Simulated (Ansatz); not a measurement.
Start from `[AlH2][SiH2]S` and change one atom or group to get `[SiH3]S`.

Ansatz, PBE0-D4/def2-TZVP geometries, multiplicity 1. Each molecule was computed in one conformer, which needn't be the lowest.

| property | `[AlH2][SiH2]S` |
| --- | --- |
| HOMO–LUMO gap (PBE0/def2-TZVPP) / eV | 5.18 |
| HOMO energy (PBE0/def2-TZVPP) / eV | -7.37 |
| LUMO energy (B3LYP/def2-TZVPP) / eV | -2.38 |
| HOMO energy (PBE/def2-TZVPP) / eV | -6.15 |
| size of the dipole moment (B3LYP/def2-TZVPP) / D | 0.88 |
| LUMO energy (ωB97M-V/def2-TZVPP) / eV | -0.55 |

Question: What does the change do to each property? (Best estimate.)

Answer: Ansatz gave: 
```json
{"property": "HOMO–LUMO gap (PBE0/def2-TZVPP) / eV", "`[SiH3]S`": "7.60", "shift": "2.42"}
{"property": "HOMO energy (PBE0/def2-TZVPP) / eV", "`[SiH3]S`": "-7.52", "shift": "-0.15"}
{"property": "LUMO energy (B3LYP/def2-TZVPP) / eV", "`[SiH3]S`": "-0.15", "shift": "2.23"}
{"property": "HOMO energy (PBE/def2-TZVPP) / eV", "`[SiH3]S`": "-6.29", "shift": "-0.14"}
{"property": "size of the dipole moment (B3LYP/def2-TZVPP) / D", "`[SiH3]S`": "0.99", "shift": "0.11"}
{"property": "LUMO energy (ωB97M-V/def2-TZVPP) / eV", "`[SiH3]S`": "1.76", "shift": "2.31"}
```

With PBE0 the HOMO falls by 0.15 eV and the LUMO rises by 2.28 eV, so the gap widens by about 2.43 eV. PBE moves the HOMO by -0.14 eV and ωB97M-V by -0.16 eV. The zero-point energy changes by -14.6 kJ/mol with -6 modes. Dipoles are sizes alone; their direction can turn.

B3LYP here is the variant with VWN-RPA as its local correlation; programs differ in this.
